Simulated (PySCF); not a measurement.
**Basis-set dependence of population analyses: `C[C@@H]1C=C1F`**

Species: C4H5F.
Cartesian coordinates in Å at the PBE0-D3(BJ)/def2-SVP level; atoms count from 1:
```
atom  x, y, z in Å
C1    -1.203   -0.232   -0.423
C2    -0.062    0.150    0.493
C3     1.231    0.805   -0.049
C4     1.287   -0.416    0.366
F5     2.004   -1.492    0.558
H6    -1.901    0.610   -0.555
H7    -1.780   -1.075   -0.009
H8    -0.830   -0.527   -1.416
H9    -0.400    0.464    1.497
H10    1.648    1.711   -0.477
```

PBE0 throughout (PySCF), one geometry, spherical d and f functions. Geometry: PBE0-D3(BJ)/def2-SVP; no solvent, vibrations or thermal averaging. Atoms taken as equivalent share a column and are averaged. The first 7 of 8 kinds of atom are listed.

Mulliken charges (e):

```csv
basis,functions,C1,C2,C3,C4,F5,H6/H7/H8,H9
STO-3G,30,-0.238,-0.064,-0.135,+0.067,-0.038,+0.079,+0.067
6-31G,55,-0.489,-0.212,-0.114,+0.207,-0.263,+0.169,+0.165
pcSseg-0,55,-0.610,-0.369,-0.138,+0.234,-0.328,+0.233,+0.244
6-31G*,80,-0.533,-0.195,-0.189,+0.292,-0.250,+0.176,+0.159
cc-pVDZ,95,-0.038,-0.120,-0.042,+0.116,-0.096,+0.044,+0.026
def2-SVP,95,-0.010,-0.189,-0.165,+0.293,-0.152,+0.042,+0.052
aug-cc-pVDZ,160,+0.242,+0.489,+0.687,+0.132,-0.453,-0.097,-0.451
"6-311+G(2d,p)",165,-0.565,+0.169,-0.048,+0.084,-0.302,+0.146,+0.093
def2-TZVP,185,-0.343,-0.124,-0.198,+0.199,-0.153,+0.119,+0.095
cc-pVTZ,220,-0.273,-0.110,-0.199,+0.170,-0.108,+0.096,+0.094
IGLO-III,225,-0.370,-0.023,-0.133,+0.168,-0.190,+0.113,+0.084
```

IAO charges (e):

```tsv
basis	functions	C1	C2	C3	C4	F5	H6/H7/H8	H9
STO-3G	30	-0.409	-0.140	-0.180	+0.126	-0.057	+0.134	+0.111
6-31G	55	-0.448	-0.118	-0.223	+0.250	-0.206	+0.148	+0.123
pcSseg-0	55	-0.439	-0.140	-0.219	+0.245	-0.190	+0.147	+0.128
6-31G*	80	-0.430	-0.109	-0.234	+0.287	-0.216	+0.140	+0.110
cc-pVDZ	95	-0.429	-0.108	-0.238	+0.287	-0.214	+0.140	+0.111
def2-SVP	95	-0.419	-0.108	-0.232	+0.287	-0.214	+0.136	+0.108
aug-cc-pVDZ	160	-0.441	-0.110	-0.240	+0.291	-0.226	+0.144	+0.116
6-311+G(2d,p)	165	-0.442	-0.112	-0.239	+0.292	-0.227	+0.145	+0.116
def2-TZVP	185	-0.443	-0.113	-0.241	+0.296	-0.226	+0.145	+0.116
cc-pVTZ	220	-0.444	-0.113	-0.242	+0.295	-0.224	+0.145	+0.116
IGLO-III	225	-0.444	-0.112	-0.241	+0.294	-0.228	+0.145	+0.117
```

Hirshfeld charges (e):

| basis | functions | C1 | C2 | C3 | C4 | F5 | H6/H7/H8 | H9 |
| --- | --- | --- | --- | --- | --- | --- | --- | --- |
| STO-3G | 30 | -0.048 | -0.017 | -0.094 | +0.043 | +0.012 | +0.014 | +0.004 |
| 6-31G | 55 | -0.109 | -0.026 | -0.082 | +0.067 | -0.062 | +0.036 | +0.026 |
| pcSseg-0 | 55 | -0.115 | -0.026 | -0.080 | +0.074 | -0.051 | +0.035 | +0.021 |
| 6-31G* | 80 | -0.110 | -0.031 | -0.084 | +0.069 | -0.050 | +0.035 | +0.024 |
| cc-pVDZ | 95 | -0.120 | -0.035 | -0.080 | +0.068 | -0.042 | +0.037 | +0.025 |
| def2-SVP | 95 | -0.123 | -0.035 | -0.080 | +0.075 | -0.050 | +0.038 | +0.024 |
| aug-cc-pVDZ | 160 | -0.132 | -0.045 | -0.079 | +0.075 | -0.061 | +0.043 | +0.034 |
| 6-311+G(2d,p) | 165 | -0.124 | -0.045 | -0.077 | +0.073 | -0.063 | +0.041 | +0.033 |
| def2-TZVP | 185 | -0.128 | -0.043 | -0.079 | +0.075 | -0.060 | +0.041 | +0.032 |
| cc-pVTZ | 220 | -0.129 | -0.041 | -0.080 | +0.075 | -0.057 | +0.041 | +0.031 |
| IGLO-III | 225 | -0.132 | -0.045 | -0.079 | +0.076 | -0.061 | +0.043 | +0.033 |

ESP-fitted charges (e):

```tsv
basis	functions	C1	C2	C3	C4	F5	H6/H7/H8	H9
STO-3G	30	-0.355	+0.030	-0.282	+0.155	-0.038	+0.101	+0.033
6-31G	55	-0.276	+0.004	-0.350	+0.286	-0.178	+0.086	+0.046
pcSseg-0	55	-0.343	+0.015	-0.401	+0.300	-0.172	+0.105	+0.052
6-31G*	80	-0.336	+0.066	-0.333	+0.162	-0.093	+0.097	+0.036
cc-pVDZ	95	-0.298	+0.090	-0.334	+0.154	-0.093	+0.085	+0.022
def2-SVP	95	-0.280	+0.075	-0.345	+0.188	-0.113	+0.081	+0.023
aug-cc-pVDZ	160	-0.351	+0.133	-0.368	+0.183	-0.127	+0.097	+0.018
6-311+G(2d,p)	165	-0.360	+0.135	-0.370	+0.174	-0.123	+0.100	+0.021
def2-TZVP	185	-0.365	+0.134	-0.367	+0.170	-0.115	+0.101	+0.020
cc-pVTZ	220	-0.358	+0.126	-0.358	+0.160	-0.107	+0.100	+0.021
IGLO-III	225	-0.349	+0.132	-0.361	+0.174	-0.122	+0.097	+0.018
```

Some averages cover members that differ in this geometry, most widely: H6/H7/H8, Mulliken in aug-cc-pVDZ -0.157 to -0.062; H6/H7/H8, ESP-fitted in STO-3G +0.089 to +0.115 e.

Question: Which scheme is steadiest as the basis changes?

Answer: Largest range over the bases for any column: Hirshfeld 0.08 e, ESP-fitted 0.15 e, IAO 0.17 e, Mulliken 0.89 e. Hirshfeld charges move least and Mulliken charges most, counted in e. Without the minimal STO-3G basis the ranges are Hirshfeld 0.02, ESP-fitted 0.15, IAO 0.05, Mulliken 0.89 e.

Question: How much do the charges still move between the two largest bases, cc-pVTZ and IGLO-III?

Answer: At most, over all atoms: Mulliken 0.097 e, IAO 0.004 e, Hirshfeld 0.005 e, ESP-fitted 0.015 e.

Question: What do the same runs give for the total energy, the frontier levels and the dipole moment?

Answer: 
```json
{"basis": "STO-3G", "energy (Eh)": "-251.5821", "HOMO (eV)": "-4.81", "LUMO (eV)": "4.01", "μ (D)": "0.21"}
{"basis": "6-31G", "energy (Eh)": "-254.8106", "HOMO (eV)": "-7.11", "LUMO (eV)": "0.79", "μ (D)": "1.35"}
{"basis": "pcSseg-0", "energy (Eh)": "-254.2876", "HOMO (eV)": "-7.47", "LUMO (eV)": "0.43", "μ (D)": "1.29"}
{"basis": "6-31G*", "energy (Eh)": "-254.8786", "HOMO (eV)": "-6.94", "LUMO (eV)": "1.02", "μ (D)": "0.95"}
{"basis": "cc-pVDZ", "energy (Eh)": "-254.8986", "HOMO (eV)": "-7.06", "LUMO (eV)": "0.79", "μ (D)": "0.96"}
{"basis": "def2-SVP", "energy (Eh)": "-254.6984", "HOMO (eV)": "-7.17", "LUMO (eV)": "0.67", "μ (D)": "1.03"}
{"basis": "aug-cc-pVDZ", "energy (Eh)": "-254.9136", "HOMO (eV)": "-7.21", "LUMO (eV)": "-0.01", "μ (D)": "1.22"}
{"basis": "6-311+G(2d,p)", "energy (Eh)": "-254.9597", "HOMO (eV)": "-7.24", "LUMO (eV)": "0.22", "μ (D)": "1.24"}
{"basis": "def2-TZVP", "energy (Eh)": "-254.9842", "HOMO (eV)": "-7.21", "LUMO (eV)": "0.46", "μ (D)": "1.15"}
{"basis": "cc-pVTZ", "energy (Eh)": "-254.9751", "HOMO (eV)": "-7.18", "LUMO (eV)": "0.54", "μ (D)": "1.10"}
{"basis": "IGLO-III", "energy (Eh)": "-254.9882", "HOMO (eV)": "-7.23", "LUMO (eV)": "0.33", "μ (D)": "1.20"}
```

The dipole is fixed by the density alone, so its range of 1.14 D shows that the density itself changes with the basis, not only its division among atoms.
